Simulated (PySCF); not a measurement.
Simulated absorption spectrum

Compound: C₄H₃FS.
SMILES with atom numbers: `[F:1]/[CH:2]=[CH:3]/[CH:4]=[C:5]=[S:6]` (hydrogens: H7 on C2; H8 on C3; H9 on C4)

Method used: PySCF 2.14.0, density-fitted response routines, TDDFT PBE0/def2-SVPD, vertical, gas phase, core orbitals frozen in the response. The structure is a single GFN2-xTB conformer in the gas phase; no vibrational or solvent corrections. Torsions of this conformer, `[F:1]/[CH:2]=[CH:3]/[CH:4]=[C:5]=[S:6]`: C2–C3–C4–C5 180°.

Computed states:

```csv
state,E (eV),f
S1,2.11,0.0000
S2,4.79,0.0000
S3,4.99,0.434
S4,5.66,0.011
S5,6.16,0.0004
S6,6.19,0.353
```

Broadening: Gaussians 0.3 eV wide at half height, area fixed by f = 4.319×10⁻⁹ ∫ε dν̃. The width is an assumption, not a result. The curve ends short of the highest state used, and states not computed would add to its high-energy end.

Q: Give the broadened spectrum and its maxima.

A: 
E (eV), ε (L mol⁻¹ cm⁻¹) and a bar:
```
     1.66          0 
     1.74          0 
     1.81          0 
     1.88          0 
     1.95          0 
     2.02          0 
     2.09          0 
     2.16          0 
     2.23          0 
     2.31          0 
     2.38          0 
     2.45          0 
     2.52          0 
     2.59          0 
     2.66          0 
     2.73          0 
     2.81          0 
     2.88          0 
     2.95          0 
     3.02          0 
     3.09          0 
     3.16          0 
     3.23          0 
     3.31          0 
     3.38          0 
     3.45          0 
     3.52          0 
     3.59          0 
     3.66          0 
     3.73          0 
     3.81          0 
     3.88          0 
     3.95          0 
     4.02          0 
     4.09          0 
     4.16          0 
     4.23          0 
     4.30          0 
     4.38          0 
     4.45          6 
     4.52         48 
     4.59        305 
     4.66       1452 #
     4.73       5111 ####
     4.80      13305 ###########
     4.88      27442 ######################
     4.95      37417 ##############################
     5.02      37724 ##############################
     5.09      28123 ######################
     5.16      15502 ############
     5.23       6322 #####
     5.30       1924 ##
     5.38        430 
     5.45        326 
     5.52        582 
     5.59        897 #
```

Maxima: 249 nm (4.99 eV), ε about 39000, made up of S3 (100%) (ε in L mol⁻¹ cm⁻¹; maxima over ε = 5, shares over 10%). At its high-energy end, 5.59 eV, the curve is still rising (ε about 900, from S4).

Q: Does any computed singlet lie in the visible range?

A: S1 lies in the visible range (380 to 750 nm), at 587 nm, dark in the vertical dipole picture (f under 0.0005); light of that wavelength is yellow, and its complementary colour is blue; a Tamm–Dancoff triplet lies at 699 nm, without intensity as long as spin–orbit coupling is left out.

Q: Coming from long wavelengths, where does ε first pass 100 L mol⁻¹ cm⁻¹?

A: At about 273 nm (4.55 eV), 2.43 eV above S1.

Q: On this curve, what absorbance would a 10⁻³ mol/L sample give at 254 nm over a 1 cm path?

A: 254 nm is 4.881 eV, where ε is about 28000 L mol⁻¹ cm⁻¹, so A = ε c l ≈ 28 (Beer–Lambert, with the gas-phase spectrum and the assumed width).

The run took 6.9 s wall (with the writing of density and orbital grids) on one thread of an AMD EPYC 9R45, no GPU, shared host, and the process peaked at 0.69 GiB of memory.
